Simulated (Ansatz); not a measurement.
Calculated with Ansatz (gas phase, PBE0-D4/def2-TZVP geometries, no zero-point term in ΔE). CCSD(T)/CBS is the MP2 limit (def2-TZVPP, def2-QZVPP) plus CCSD(T) − MP2 in def2-TZVPP, frozen cores. This one scheme is used for every species, atoms too. DFT in def2-TZVPP. B3LYP here is the variant with VWN-RPA as its local correlation; programs differ in this. No spin–orbit coupling; open shells (•) take unrestricted orbitals. Spin–orbit coupling would lower the free atoms: a little for C, F, S. One conformer a species, not always the lowest.

Consider the atomization: `C=C(S)CF` → 3 C• + F• + 5 H• + S•.

```tsv
level	ΔE (kJ/mol)	difference from CCSD(T)/CBS
r2SCAN-D4	3897.8	22.6
ωB97X-V	3885.8	10.6
B2PLYP	3836.5	-38.7
PBE	3980.3	105.1
B3LYP	3844.4	-30.8
HF/def2-TZVPP	2792.4	-1082.8
SCS-MP2/def2-TZVPP	3817.3	-57.9
CCSD(T)/def2-TZVPP	3774.9	-100.3
HF/def2-QZVPP	2796.2	-1079.0
SCS-MP2/def2-QZVPP	3882.2	7.0
CCSD(T)/CBS	3875.2	0
```

Largest T1 diagnostic among the species: 0.011.

In def2-TZVPP, CCSD(T) changes the Hartree–Fock value by +982.5 kJ/mol (the triples alone add +67.9 kJ/mol) and MP2 by +1061.7 kJ/mol; breaking electron pairs costs correlation energy, which Hartree–Fock lacks. From PBE to PBE0 (25 % exact exchange), in def2-TZVPP and without D4, ΔE moves by −84.9 kJ/mol: exact exchange takes away binding that semilocal exchange gives to molecules. The D4 term adds +32.5 kJ/mol with B3LYP and +16.9 kJ/mol with PBE0; it sums over pairs of atoms, weighted by their polarisabilities, and B3LYP, whose exchange is more repulsive, gets the larger term.

For atomizations the MP2-based limit and the directly extrapolated one differ by several kJ/mol either way, and by 10 to 25 for some Ge, Se and Sn compounds, so smaller differences from it don't rank the levels.
